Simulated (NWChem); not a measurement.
ethane (C2H6); SMILES CC

```xyz
8

C      0.0000     0.0000     0.7596
C      0.0000     0.0000    -0.7596
H     -0.7240     0.7240     1.1652
H      0.9890     0.2650     1.1652
H     -0.2650    -0.9890     1.1652
H     -0.9890    -0.2650    -1.1652
H      0.7240    -0.7240    -1.1652
H      0.2650     0.9890    -1.1652
```
Atoms are numbered in this order, from 1.

Structure relaxed at the PBE0/def2-SVP level. B3LYP is NWChem's, with the RPA form of VWN correlation.

Problem. Give the principal values of the shielding tensors (ppm) of C1 from B3LYP/cc-pVDZ, GIAO (NWChem), with their diamagnetic and paramagnetic parts as GIAO splits them.

Solution. 
| atom | σ11 | σ22 | σ33 | isotropic | diamagnetic | paramagnetic |
|---|---|---|---|---|---|---|
| C1 | 177.9 | 177.9 | 191.4 | 182.4 | 244.7 | -62.3 |
